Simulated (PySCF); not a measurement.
**One reaction down a group: Si, Ge, Sn**

The same gas-phase reaction for Si, Ge, Sn:
- SiO2 + SiH2 → 2 SiO + H2
- GeO2 + GeH2 → 2 GeO + H2
- SnO2 + SnH2 → 2 SnO + H2

Computed with PySCF and rigid-rotor harmonic-oscillator thermochemistry at 1 bar. † marks an energy on the PBE0/def2-TZVP geometry and frequencies. MP2 freezes the core. All species are closed-shell singlets. Sn: scalar-relativistic def2 core potential, no spin-orbit coupling. Ge: all electrons, no relativistic terms. GeO2, GeH2, SnO2, SnH2: computed as isolated molecules; such fragments, hydroxides, amides, oligomers or adducts are transient or little studied in the gas. MP2 isn't extrapolated to the basis-set limit. The harmonic model lacks anharmonicity and excited electronic states, which grow with temperature; levels with a mode under 35 cm⁻¹ are left out.

ΔH°(298 K) in kJ, by level:

```json
[
 {"level": "ωB97M-V/def2-TZVP†", "Si": "-186.7", "Ge": "-224.3", "Sn": "-208.3"},
 {"level": "PBE/def2-TZVP†", "Si": "-163.6", "Ge": "-209.8", "Sn": "-208.8"},
 {"level": "MP2/def2-SVP†", "Si": "-195.6", "Ge": "-251.5", "Sn": "-267.2"},
 {"level": "M06-2X/def2-TZVP†", "Si": "-181.4", "Ge": "-203.1", "Sn": "-198.9"},
 {"level": "PBE0/def2-SVP†", "Si": "-155.1", "Ge": "-204.8", "Sn": "-202.3"}
]
```

At ωB97M-V/def2-TZVP†, ΔH° is not monotonic: it is lowest for Ge and highest for Si, over a range of 37.6 kJ; the steps are -37.6, +16.0 kJ. 4 of the 5 levels shown give the same order; MP2/def2-SVP† orders the members differently. The levels scatter most for Sn (68.3 kJ between the highest and the lowest) and least for Si (40.5 kJ). ΔS°(298 K) runs from 108.8 to 114.6 J/K, so TΔS° at 298 K spreads over 1.7 kJ among the members, against 37.6 kJ for ΔH°.

Free energies at ωB97M-V/def2-TZVP†:

```
member  ΔS°(298 K), J/K  ΔG°(298 K), kJ  ΔG°(800 K), kJ         ΔG° changes sign
------  ---------------  --------------  --------------  -----------------------
Si                114.6            -221            -280  none from 298 to 2500 K
Ge                113.2            -258            -316  none from 298 to 2500 K
Sn                108.8            -241            -296  none from 298 to 2500 K
```

The NASA 1993 table, where it holds all species, gives ΔH°(298 K) = -141 kJ for Si; its entries are part measured, part old estimates, and weren't checked at source. After a fit of one offset per element over all species, the range-separated, M06-2X, PBE0/def2-QZVP and CCSD(T)/def2-TZVPP enthalpies, where run, lie to one side of the table for SiO2 (+35 kJ/mol): a fault of the table's entry, another state or a shared error of the levels is possible; this was not checked at source.
